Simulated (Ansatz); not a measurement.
## C2H4, singlet: the ladder up to RCCSDTQ

Geometry: MP2(full)/6-31G*, from the G2/97 set.

```xyz
6

C     0.0000    0.0000    0.6675
C     0.0000    0.0000   -0.6675
H     0.0000    0.9228    1.2377
H     0.0000   -0.9228    1.2377
H     0.0000    0.9228   -1.2377
H     0.0000   -0.9228   -1.2377
```

Basis cc-pVDZ; Ansatz 0.2.0. Correlated methods freeze the noble-gas cores, which leaves 12 electrons in 46 orbitals. Prefix R: restricted or restricted open-shell reference.

Full CI isn't at hand for all of this; RCCSDTQ serves as the reference, and is uncertain by about the last step of the cluster series.

The UHF ⟨S²⟩ is 0.003 and the T1 diagnostic (RCCSD) is 0.0100. The largest doubles amplitude (RCCSD) is 0.137.

```tsv
level	E − E(RHF) (eV)
RMP2	-7.4825
RCCSD	-8.3043
RCCSD(T)	-8.5713
```

(1) Estimate how far RCCSDTQ in cc-pVDZ lies from RCCSD(T). The table doesn't fix it; the size of (T) and the diagnostics are the guide.

(1) RCCSDTQ in cc-pVDZ lies 0.76 kcal/mol below RCCSD(T), which is 12 % of the (T) step (-6.16 kcal/mol). A doubles amplitude is large, but (T) still catches most of what CCSD lacks.

The other levels:

| level | E − E(RCCSDTQ) (kcal/mol) | share of correlation (%) | wall time |
| --- | --- | --- | --- |
| RCCSDT | 0.37 | 99.81 | – |
| RCCSDT(Q) | -0.03 | 100.01 | 14 s |

The correlation energy at RCCSDTQ, counted from RHF, is -8.604 eV. That run took 9 s on 5 threads of AMD EPYC 7R13 with a whole H100 80 GB, shared host.

Times hold each run's SCF and search for its determinant on a shared host, so for small cases they say little of a method's own cost; they ran on 1 thread of AMD EPYC 7R13.

Atomization energy (electronic, same basis, no zero-point term; atoms at the same level, unrestricted beside the R rows where the molecule is a closed shell, with restricted open-shell steps beyond CCSDT(Q)) at RCCSDTQ: 2199.1 kJ/mol. Errors of other levels:

| level | error (kJ/mol) |
| --- | --- |
| RHF | -440.8 |
| RMP2 | 9.3 |
| RCCSD | -22.4 |
| RCCSD(T) | -1.5 |
| RCCSDT | -1.5 |
| RCCSDT(Q) | 0.0 |

This basis is far from its limit, so the value isn't to be set against a measured one.
